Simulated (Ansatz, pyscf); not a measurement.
H₃C–CH₂–SH → H₂S + H₂C=CH₂, an elimination on the singlet surface: C–S, C–H broken, H–S formed. PySCF, gas phase, ωB97X-D3(BJ)/def2-SVP geometries. Wave-function energies: Ansatz (an electronic-structure program), frozen core, RHF or UHF references. In kcal/mol, from the reactant's lowest minimum found.

```json
[
 {"level": "B3LYP-D3(BJ)/def2-TZVP", "barrier": "67.72", "reaction energy": "+22.71"},
 {"level": "r²SCAN/def2-TZVP", "barrier": "66.81", "reaction energy": "+25.45"},
 {"level": "CCSD(T)/cc-pV(D+d)Z", "barrier": "74.05", "reaction energy": "+21.96"},
 {"level": "CCSDT(Q)/cc-pV(D+d)Z", "barrier": "?", "reaction energy": "?"},
 {"level": "CCSD(T)/cc-pV(T+d)Z", "barrier": "72.52", "reaction energy": "+22.63"},
 {"level": "CCSD(T)/cc-pV(Q+d)Z", "barrier": "?", "reaction energy": "+23.00"}
]
```

Q: Fill in the missing entries.

A: 
- CCSDT(Q)/cc-pV(D+d)Z, barrier: 73.28
- CCSDT(Q)/cc-pV(D+d)Z, reaction energy: +21.81
- CCSD(T)/cc-pV(Q+d)Z, barrier: 72.23

In cc-pV(D+d)Z, going from CCSD(T) to CCSDT(Q) shifts the barrier by -0.77 and the reaction energy by -0.14 kcal/mol. With HF in the quadruple-zeta basis and the correlation energy extrapolated as X⁻³ from X = 3, 4, CCSD(T) gives 72.15 and +23.48; adding the double-zeta shift gives ΔE‡ = 71.37 and ΔE = +23.34 kcal/mol, without core correlation, relativity or geometry relaxation at these levels. On the reactant side the descent ends in a point that may be a rotor saddle (no frequency run), 3.56 kcal/mol over the lowest minimum found and 74.65 kcal/mol under the saddle at ωB97X-D3(BJ)/def2-TZVP. At ωB97X-D3(BJ)/def2-TZVP the barrier from the zero used here is 78.21 kcal/mol. This is the saddle that the search found; another between the same sides may lie lower.
